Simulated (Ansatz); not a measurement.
Results of PBE in Ansatz (PAW) for hcp Y.

Settings: plane-wave cutoff 520 eV, 12×12×8 k mesh (along the axes of the cell as run), Fermi–Dirac smearing 0.1 eV, perturbation theory, scalar-relativistic PAW data made under PBE.

Computed at the level's own relaxed cell.

Y is modelled in the hexagonal space group P6₃/mmc (No. 194), the hcp (Mg type) structure, Pearson symbol hP2. Lattice parameters: a = b = 3.656 Å, c = 5.681 Å, α = β = 90.00°, γ = 120.00°. Y on 2c is coordinated by 12 Y at 3.539–3.656 Å (anticuboctahedral). (Neighbours: up to the widest gap in distance over summed covalent radii, below 1.35, at either atom.)

Harmonic phonon frequencies (cm⁻¹; i marks an imaginary mode):

```
q point              frequencies
-------  -----------------------
Γ                              …
M                              …
K        107 107 111 111 128 134
```

Q: Fill in the missing entries.

A: 
- Γ, frequencies: 0 0 0 87 87 148
- M, frequencies: 75 87 120 133 136 138

No imaginary mode appears at these points.

Ansatz is a program for electronic structure.
